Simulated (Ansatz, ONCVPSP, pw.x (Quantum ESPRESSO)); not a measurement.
**Which H potential is closest to all-electron in the bcc crystal?**

All use PBEsol, scalar-relativistic, no spin, cutoffs from each file’s atomic test, pw.x 7.5; 18³ k-points, Fermi–Dirac smearing 0.01 Ry. Δ is the rms difference from all-electron LAPW of the E(V) curves that follow from fits to the pressures, over ±6 % in volume. Mesh and smearing are coarse and serve the comparison alone. The files are a selection: those with a ghost or negative overlap were mostly not run, and those with noisy or unconverged pressures or nearly equal Δ are left out.

All-electron: a0 = 1.799 Å (V0 = 2.91 Å³/atom), B0 = 114.0 GPa.

**Question.** Rank them by Δ, smallest first.
A. optimised norm-conserving Vanderbilt (ONCV), ONCVPSP 4.0.1.1 (patched build), PBEsol; core none, reference 1s1; waves: 1s: rc 1.00 bohr, ncon 5, nbas 8, qcut 6.5 1/bohr, 2 projectors, debl 3 Ha; p scattering state at 0.35 Ha: rc 0.90 bohr, ncon 5, nbas 9, qcut 9.9 1/bohr, 3 projectors, debl 2 Ha; local part: polynomial inside 0.60 bohr (lpopt 5, dvloc0 -1 Ha); core correction: none.
B. optimised norm-conserving Vanderbilt (ONCV), ONCVPSP 4.0.1.1 (patched build), PBEsol; core none, reference 1s1; waves: 1s: rc 0.80 bohr, ncon 4, nbas 8, qcut 9 1/bohr, 2 projectors, debl 3 Ha; local part: polynomial inside 0.70 bohr (lpopt 5, dvloc0 4 Ha); core correction: none.
C. optimised norm-conserving Vanderbilt (ONCV), ONCVPSP 4.0.1.1 (patched build), PBEsol; core none, reference 1s1; waves: 1s: rc 1.05 bohr, ncon 3, nbas 8, qcut 5.8 1/bohr, 1 projector; p scattering state at 0.43 Ha: rc 1.15 bohr, ncon 4, nbas 7, qcut 6.2 1/bohr, 2 projectors, debl 1.3 Ha; local part: polynomial inside 0.75 bohr (lpopt 5, dvloc0 4 Ha); core correction: none.

**Answer.** A (0.1 meV/atom), C (0.8 meV/atom), B (3.8 meV/atom).
